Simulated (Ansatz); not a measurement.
Geometry optimisation, RKS B3LYP-D4/def2-TZVP (Ansatz).

Input:

```yaml
crystal:
  periodic: [false, false, false]
  atoms:
    - { symbol: Al, position_ang: [0.276516, 0.0, 0.059285] }
    - { symbol: F, position_ang: [0.715977, 0.0, 1.660358] }
    - { symbol: H, position_ang: [1.78825, 0.0, -0.240855] }
    - { symbol: H, position_ang: [-1.168644, 0.0, -0.547987] }
basis:
  gaussian: { orbitals: def2-TZVP }
hamiltonian:
  xc: b3lyp
  dispersion: d4
relax:
  f_tol: 0.03
  max_steps: 50
```

Launched with:

```bash
$ ansatz run input.yaml --threads 1 --pin off --max-ram 2048MiB --backend cpu --events-out ev --progress --plain --runs-dir out
```

**Question.** Where does it end, and by what steps?

**Answer.** The forces met the threshold. After 5 steps the energy has fallen by 0.554 eV; H3 moved furthest, 0.34 Å.

| step | energy less start (eV) | largest force component (eV/Å) | accepted |
| --- | --- | --- | --- |
| 0 | 0.0000 | 1.532 | yes |
| 1 | -0.4386 | 0.792 | yes |
| 2 | -0.5427 | 0.646 | yes |
| 3 | -0.5477 | 0.622 | yes |
| 4 | -0.5542 | 0.050 | yes |
| 5 | -0.5543 | 0.001 | yes |

```xyz
4
Properties=species:S:1:pos:R:3
Al 0.402 0.000 0.175
F 0.447 0.000 1.829
H 1.781 0.000 -0.576
H -1.017 0.000 -0.497
```

Whether the end is a true minimum wasn't checked by a vibrational analysis.

The run took 6.8 s on 1 thread of Arm Neoverse V2, on a shared host, peak memory 0.12 GiB.
